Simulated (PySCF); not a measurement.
Oxygen: a sound run and one with changed settings

Sound run: O [He] 2s2 2p4, O+ [He] 2s2 2p3. Computed with PySCF 2.14 in jorge-DZP-DKH, with scalar relativity by spin-free X2C-1e. The sound run starts from symmetry-adapted Hartree-Fock orbitals and uses a fine grid where one is needed.

Changed run: initial guess minao, at most 5 SCF cycles. This setting is unsound on purpose.

```json
{"species": "O", "method": "UHF", "sound run (hartree)": "-74.85717", "changed run (hartree)": "-74.85716", "converged": "no"}
{"species": "O", "method": "M06-L", "sound run (hartree)": "-75.12624", "changed run (hartree)": "-75.12624", "converged": "no"}
{"species": "O", "method": "M06-2X", "sound run (hartree)": "-75.11068", "changed run (hartree)": "-75.11068", "converged": "no"}
{"species": "O+", "method": "UHF", "sound run (hartree)": "-74.41662", "changed run (hartree)": "-74.41662", "converged": "no"}
{"species": "O+", "method": "M06-L", "sound run (hartree)": "-74.62456", "changed run (hartree)": "-74.62456", "converged": "no"}
{"species": "O+", "method": "M06-2X", "sound run (hartree)": "-74.60896", "changed run (hartree)": "-74.60896", "converged": "no"}
```

The SCF was stopped early; the energies are upper bounds that still move, and correlated levels were skipped or rest on poor orbitals.
